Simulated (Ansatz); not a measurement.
Ansatz (a first-principles code) input (HF/6-31G*):

Ansatz 0.2 input:
```yaml
crystal:
  periodic: [false, false, false]
  atoms:
    - {symbol: O, position_ang: [-1.03800090, -0.46886160, -0.00722896]}
    - {symbol: C, position_ang: [-0.07392276, 0.29696708, 0.00769669]}
    - {symbol: O, position_ang: [1.13669821, 0.07236866, -0.00304721]}
    - {symbol: H, position_ang: [-0.34604193, 1.39014108, 0.03602917]}
basis:
  gaussian:
    orbitals: 6-31G*
hamiltonian:
  xc: {name: HF}
total_charge: -1
phonons: {temperatures: {t_min: 298.15, t_max: 298.15, t_step: 100}}
```

Output:

```
Functional definition: HF
integrals: 0.01 GiB planned
467 factors; integrals over basis functions are off by at most 5.2e-4 eV
mean field: 0.07 GiB planned
mean field evaluation 1: about -5118.5842 eV, gradient 3.2e1 eV
mean field evaluation 2: about -5118.5849 eV, gradient 3.2e1 eV
mean field evaluation 4: about -5120.6914 eV, gradient 2.8e0 eV
mean field evaluation 8: about -5120.7101 eV, gradient 3.4e-2 eV
mean field -5120.71007505 eV, -188.1826243162 hartree, gradient 1.9e-5 eV, S^2 0.000000; 0 other end points of the search recorded, 0 dependent functions left out
the calculation of the forces begins
reference -5120.71007505 eV, -188.1826243162 hartree; 12, 12 occupied and 35, 35 virtual orbitals, 467 factors
these checks for a lower state are left out or cut short: stability, starts, cluster_reference, orbital_swaps, neighbouring_geometries, increment
integrals: 0.01 GiB planned
467 factors; integrals over basis functions are off by at most 5.2e-4 eV
mean field: 0.07 GiB planned
mean field evaluation 16: about -5120.7100 eV, gradient 1.9e-5 eV
mean field -5120.70995921 eV, -188.1826200590 hartree, gradient 2.4e-6 eV, S^2 0.000000; 0 other end points of the search recorded, 0 dependent functions left out
the calculation of the forces begins
reference -5120.70995921 eV, -188.1826200590 hartree; 12, 12 occupied and 35, 35 virtual orbitals, 467 factors
these checks for a lower state are left out or cut short: stability, starts, cluster_reference, orbital_swaps, neighbouring_geometries, increment
integrals: 0.01 GiB planned
467 factors; integrals over basis functions are off by at most 5.2e-4 eV
mean field: 0.07 GiB planned
mean field -5120.70995953 eV, -188.1826200710 hartree, gradient 2.4e-6 eV, S^2 0.000000; 0 other end points of the search recorded, 0 dependent functions left out
the calculation of the forces begins
reference -5120.70995953 eV, -188.1826200710 hartree; 12, 12 occupied and 35, 35 virtual orbitals, 467 factors
these checks for a lower state are left out or cut short: stability, starts, cluster_reference, orbital_swaps, neighbouring_geometries, increment
integrals: 0.01 GiB planned
467 factors; integrals over basis functions are off by at most 5.2e-4 eV
mean field: 0.07 GiB planned
mean field evaluation 32: about -5120.7100 eV, gradient 1.9e-5 eV
mean field -5120.70998766 eV, -188.1826211048 hartree, gradient 2.4e-6 eV, S^2 0.000000; 0 other end points of the search recorded, 0 dependent functions left out
the calculation of the forces begins
reference -5120.70998766 eV, -188.1826211048 hartree; 12, 12 occupied and 35, 35 virtual orbitals, 467 factors
these checks for a lower state are left out or cut short: stability, starts, cluster_reference, orbital_swaps, neighbouring_geometries, increment
integrals: 0.01 GiB planned
467 factors; integrals over basis functions are off by at most 5.2e-4 eV
mean field: 0.07 GiB planned
mean field -5120.70998837 eV, -188.1826211306 hartree, gradient 2.4e-6 eV, S^2 0.000000; 0 other end points of the search recorded, 0 dependent functions left out
the calculation of the forces begins
reference -5120.70998837 eV, -188.1826211306 hartree; 12, 12 occupied and 35, 35 virtual orbitals, 467 factors
these checks for a lower state are left out or cut short: stability, starts, cluster_reference, orbital_swaps, neighbouring_geometries, increment
integrals: 0.01 GiB planned
467 factors; integrals over basis functions are off by at most 5.2e-4 eV
mean field: 0.07 GiB planned
mean field -5120.70985407 eV, -188.1826161955 hartree, gradient 2.4e-6 eV, S^2 0.000000; 0 other end points of the search recorded, 0 dependent functions left out
the calculation of the forces begins
reference -5120.70985407 eV, -188.1826161955 hartree; 12, 12 occupied and 35, 35 virtual orbitals, 467 factors
these checks for a lower state are left out or cut short: stability, starts, cluster_reference, orbital_swaps, neighbouring_geometries, increment
integrals: 0.01 GiB planned
467 factors; integrals over basis functions are off by at most 5.1e-4 eV
mean field: 0.07 GiB planned
mean field -5120.70985518 eV, -188.1826162360 hartree, gradient 2.4e-6 eV, S^2 0.000000; 0 other end points of the search recorded, 0 dependent functions left out
the calculation of the forces begins
reference -5120.70985518 eV, -188.1826162360 hartree; 12, 12 occupied and 35, 35 virtual orbitals, 467 factors
these checks for a lower state are left out or cut short: stability, starts, cluster_reference, orbital_swaps, neighbouring_geometries, increment
integrals: 0.01 GiB planned
467 factors; integrals over basis functions are off by at most 5.1e-4 eV
mean field: 0.07 GiB planned
mean field -5120.71003527 eV, -188.1826228542 hartree, gradient 2.5e-6 eV, S^2 0.000000; 0 other end points of the search recorded, 0 dependent functions left out
the calculation of the forces begins
reference -5120.71003527 eV, -188.1826228542 hartree; 12, 12 occupied and 35, 35 virtual orbitals, 467 factors
these checks for a lower state are left out or cut short: stability, starts, cluster_reference, orbital_swaps, neighbouring_geometries, increment
integrals: 0.01 GiB planned
467 factors; integrals over basis functions are off by at most 5.2e-4 eV
mean field: 0.07 GiB planned
mean field evaluation 64: about -5120.7100 eV, gradient 1.9e-5 eV
mean field -5120.71003469 eV, -188.1826228331 hartree, gradient 1.6e-6 eV, S^2 0.000000; 0 other end points of the search recorded, 0 dependent functions left out
the calculation of the forces begins
reference -5120.71003469 eV, -188.1826228331 hartree; 12, 12 occupied and 35, 35 virtual orbitals, 467 factors
Total energy: -5120.71007505 eV, -188.1826243162 hartree
Atom 0 at    -1.038001    -0.468862    -0.007229 Å, force    -0.000165     0.000013     0.000001 eV/Å
Atom 1 at    -0.073923     0.296967     0.007697 Å, force    -0.000030     0.000122     0.000003 eV/Å
Atom 2 at     1.136698     0.072369    -0.003047 Å, force     0.000140     0.000089     0.000002 eV/Å
Atom 3 at    -0.346042     1.390141     0.036029 Å, force     0.000056    -0.000224    -0.000006 eV/Å
Dipole moment:    -0.073282     0.294393     0.007630 e Å
Vibrations: 836.75 1217.63 1514.61 1558.65 1921.55 2779.12 cm⁻¹, zero-point energy 0.609277 eV
```

The blocks after the first are displaced geometries, from whose forces the wavenumbers follow.

The dipole moment of an ion depends on the origin.
